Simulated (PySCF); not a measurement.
SiH$_{4}$, triplet: stretch scan

All five atoms lie in one plane.

Starting geometry (PBE0/def2-TZVP stationary point for this spin, not checked as a minimum):

```csv
atom,x (Å),y (Å),z (Å)
Si,0.0000,0.0000,0.0000
H,-0.0115,1.0851,1.0776
H,-0.0165,-1.0776,1.0850
H,0.0165,1.0776,-1.0850
H,0.0115,-1.0851,-1.0776
```

From there H2 moves along the line of the two atoms named below, all else staying in place; atoms are numbered as listed. Energies are in kJ/mol, counted from the starting geometry at the same level.

Basis 6-31G; PySCF 2.14.0. Correlated methods freeze the noble-gas cores. R marks a restricted (for open shells ROHF) determinant, U an unrestricted one.

Full CI is exact within this basis and frozen core; it isn't the basis-set limit. The frozen core follows each run's orbitals, which can shift R against U totals by a few meV.

```tsv
distance Si1-H2 (Å)	full CI	unpaired electrons (full CI)	error RHF	error RMP2	error RCCSD	error UCCSD	error RCCSD(T)	error UCCSDT
1.193	152.7	2.03	-11.8	-6.2	-0.7	-0.7	-0.2	0.0
1.350	39.4	2.03	-7.4	-3.9	-0.5	-0.5	-0.1	0.0
1.529	0.0	2.04	0.0	0.0	0.0	0.0	0.0	0.0
1.660	-0.6	2.04	6.0	3.3	0.4	0.4	0.1	0.0
1.905	15.8	2.06	-0.8	10.0	0.8	0.7	0.5	0.0
2.136	26.1	2.06	-18.5	1.6	0.1	0.1	0.4	0.1
2.393	26.8	2.06	-27.3	-4.3	-0.9	-0.8	0.0	0.1
2.840	21.1	2.06	-29.5	-5.7	-1.5	-1.3	-0.2	0.2
3.369	17.6	2.06	-29.1	-5.3	-1.6	-1.4	-0.3	0.2
4.124	16.8	2.07	-29.0	-5.0	-1.6	-1.4	-0.3	0.2
5.179	17.0	2.07	-29.0	-5.0	-1.6	-1.4	-0.3	0.2
```

Unpaired electrons are Σ n²(2−n)² over natural occupations. Errors are those of relative energies. In total energy the starting point itself misses full CI by: RHF 252.1, RMP2 80.2, RCCSD 4.8, UCCSD 4.8, RCCSD(T) 1.3, UCCSDT -0.1 kJ/mol.

Spread of the error over the points with a reference, to 5.179 Å (largest less smallest): UCCSDT 0.2, RCCSD(T) 0.8, UCCSD 2.1, RCCSD 2.4, RMP2 16.3, RHF 35.5 kJ/mol.
